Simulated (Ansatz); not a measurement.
A nudged elastic band was laid between two geometries of CH5OSi (8 atoms, charge 1, multiplicity 1).

All numbers below come from RKS B3LYP/def2-SVPD in Ansatz 0.2.0.

| Item | Value |
| --- | --- |
| movable images | 5 |
| climbing image | yes |
| spring | 5.0 eV/Å² |
| optimiser | quadratic models (default) |
| start path | through a guess of the saddle point |
| force threshold | 0.03 eV/Å |
| iteration limit | 60 |
| end points | relaxed |

First end point:

```xyz
8
Properties=species:S:1:pos:R:3
O -1.241 0.210 -1.320
C -0.206 0.575 -0.694
Si 0.616 -0.315 0.840
H -1.672 -0.610 -0.994
H 0.210 1.501 -1.127
H 0.571 0.745 1.876
H 1.975 -0.616 0.332
H -0.253 -1.489 1.086
```

Last end point:

```xyz
8
Properties=species:S:1:pos:R:3
O -0.825 0.487 -1.182
C 0.312 0.880 -0.493
Si 0.700 -0.354 0.950
H -1.390 -0.315 -0.990
H -1.123 1.041 -1.941
H 0.641 0.515 2.150
H 2.053 -0.850 0.603
H -0.367 -1.403 0.902
```

(1) What changes between the two ends?

(2) What energy profile does the band end with?

(3) What is the geometry of the highest image?

The band took 9 iterations and of the order of 3 core-minutes.

## Answers

(1) Bonds broken: C2–H5. Bonds formed: O1–H5.

(2) The run converged. The highest image is number 4 of 0 to 6, 4.63 eV above the first end and 0.99 eV above the last; the last end lies 3.64 eV above the first. Neighbouring images differ by up to 2.1 eV, so the band resolves the path poorly. A vibrational analysis at the climbing image gives one clearly imaginary mode, 1920i cm⁻¹: a first-order saddle point. The orbitals stay closed-shell, which can raise the energy where a bond breaks towards radicals; this wasn't checked here.

```json
{"image": "0", "path coordinate (Å)": "0.00", "energy (eV)": "0.00", "C2–H5 (Å)": "1.10", "O1–H5 (Å)": "1.95"}
{"image": "1", "path coordinate (Å)": "0.36", "energy (eV)": "0.12", "C2–H5 (Å)": "1.11", "O1–H5 (Å)": "1.88"}
{"image": "2", "path coordinate (Å)": "0.72", "energy (eV)": "0.97", "C2–H5 (Å)": "1.12", "O1–H5 (Å)": "1.65"}
{"image": "3", "path coordinate (Å)": "1.07", "energy (eV)": "3.08", "C2–H5 (Å)": "1.23", "O1–H5 (Å)": "1.37"}
{"image": "4", "path coordinate (Å)": "1.43", "energy (eV)": "4.63", "C2–H5 (Å)": "1.49", "O1–H5 (Å)": "1.10"}
{"image": "5", "path coordinate (Å)": "1.91", "energy (eV)": "3.78", "C2–H5 (Å)": "1.90", "O1–H5 (Å)": "0.98"}
{"image": "6", "path coordinate (Å)": "2.39", "energy (eV)": "3.64", "C2–H5 (Å)": "2.04", "O1–H5 (Å)": "0.99"}
```

(3) 
```xyz
8
Properties=species:S:1:pos:R:3
O -1.006 0.373 -1.244
C 0.113 0.721 -0.532
Si 0.704 -0.362 0.961
H -1.653 -0.395 -1.159
H -0.614 1.292 -1.700
H 0.662 0.606 2.084
H 2.070 -0.756 0.539
H -0.277 -1.478 1.052
```

Run time: 91 s on 2 threads of Arm Neoverse V1 (shared host), peak memory 0.18 GiB.
